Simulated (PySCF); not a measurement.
nitrosyl, NO (charge +1), SMILES N#[O+], point group C∞v.

Force field and properties: B3LYP/pcSseg-2 (PySCF, grid level 2). Vibrational terms come from second-order perturbation theory with semi-diagonal cubic constants, by steps of ±0.6 along the normal coordinates of each isotopologue. The parent has the commonest isotopes.

Equilibrium geometry (Å):

| atom | x | y | z |
| --- | --- | --- | --- |
| N1 | 0.5333 | -0.0111 | -0.0120 |
| O2 | -0.5223 | 0.0162 | -0.0446 |

Species: ¹⁵N at 1, ¹⁸O at 2. Output of the displacement run:

```
mode    cm-1    km/mol   phi_rrr   E(+)/cm-1  E(-)/cm-1
  1   2372.79    26.84     764.9     455.65     400.63
```

For the shielding of N1 (σe = -161.08 ppm):

| mode | ω (cm⁻¹) | Σr φrrs (cm⁻¹) | ∂σ/∂q | ∂²σ/∂q² |
| --- | --- | --- | --- | --- |
| 1 | 2373 | 765 | 44.639 | -4.391 |

Work out the zero-point average of this shielding.

With ⟨qs⟩ = −Σr φrrs/(4ωs) and ⟨qs²⟩ = 1/2: the mean displacements are -0.081. The anharmonic term Σ (∂σ/∂q)⟨q⟩ is -3.60 ppm, the harmonic term ¼ Σ ∂²σ/∂q² is -1.10 ppm, so ⟨σ⟩ = -165.77 ppm.
